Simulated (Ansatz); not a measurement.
Z-matrix (Å, degrees):
```
Si
Cl 1 2.047
Cl 1 2.047 2 110.2
H 1 1.488 2 108.0 3 117.7
```

Total charge 0; spin multiplicity 2.

Task: List the r2SCAN/def2-TZVPP orbital energies in eV (Ansatz 0.2.0). (An estimate is asked.)

Result: Ansatz gave: α occupied: -2753.84, -2753.84, -1793.26, -255.22, -255.22, -193.77, -193.77, -193.64, -193.64, -193.62, -193.62, -143.50, -98.43, -98.39, -98.32, -22.30, -21.70, -13.94, -10.86, -10.65, -9.65, -8.80, -8.72, -8.49, -5.94. α empty: -0.72, -0.57, 0.63, 3.09, 3.68, 3.91, 4.12, 4.52. β occupied: -2753.81, -2753.81, -1793.16, -255.21, -255.21, -193.73, -193.73, -193.60, -193.60, -193.60, -193.60, -143.42, -98.31, -98.27, -98.18, -22.18, -21.58, -13.48, -10.73, -10.43, -9.33, -8.67, -8.56, -8.44. β empty: -3.48, -0.25, 0.02, 1.24, 3.41, 4.18, 4.25, 4.53. ⟨S²⟩ = 0.753.
